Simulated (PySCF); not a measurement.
# Atomic charges by several schemes

Compound: methylidynephosphane, CHP.
Numbering: `[CH:1]#[P:2]` (hydrogens: H3 on C1)

Geometry (PBE0-D3(BJ)/def2-SVP, Å), atoms numbered from 1 in this order:
```xyz
3
CHP angstrom
C     -0.1456    0.0172    0.0080
P      1.3801    0.1709   -0.1379
H     -1.2191   -0.0906    0.1105
```

Density: PBE0/pcSseg-1 (PySCF); schemes: Mulliken, IAO, Hirshfeld and ESP-fitted. Geometry: PBE0-D3(BJ)/def2-SVP; no solvent, vibrations or thermal averaging.

Do the Mulliken, IAO, Hirshfeld and ESP-fitted schemes agree on where the charge is highest?

The schemes don't all agree: Mulliken P2 (+0.233); IAO P2 (+0.288); Hirshfeld H3 (+0.081); ESP-fitted H3 (+0.299).

For which atoms does the sign change between the 4 schemes (beyond +0.03 e in one, beyond −0.03 e in another)?

For none.

Which atoms carry the lowest charge in the Mulliken, IAO, Hirshfeld and ESP-fitted schemes?

All schemes agree: Mulliken C1 (-0.377); IAO C1 (-0.483); Hirshfeld C1 (-0.150); ESP-fitted C1 (-0.448).

Give the atomic charges in each scheme.

In e:

```
atom             environment  Mulliken     IAO  Hirshfeld  ESP-fitted
  C1    triply bonded carbon    -0.377  -0.483     -0.150      -0.448
  P2  phosphorus bonded to C    +0.233  +0.288     +0.069      +0.149
  H3          hydrogen on C1    +0.144  +0.195     +0.081      +0.299
```

Mean size of the charges over all atoms: IAO 0.322 e, ESP-fitted 0.299 e, Mulliken 0.252 e, Hirshfeld 0.100 e. Each set sums to the total charge, 0, to within 0.001 e. The ESP scheme is a least-squares fit of atom-centred charges to the potential on four shells outside the van der Waals surface, with the total charge fixed. The Mulliken scheme counts on each atom the diagonal of the density matrix times the overlap matrix over that atom's basis functions.

How many electrons does the IAO scheme count on P2?

Z − q = 15 − (+0.288) = 14.712.

The run behind these numbers computed NMR shieldings as well. Time: 1.6 s; peak memory 0.26 GiB. Hardware: an Arm Neoverse V1 with one thread, no GPU (shared host).
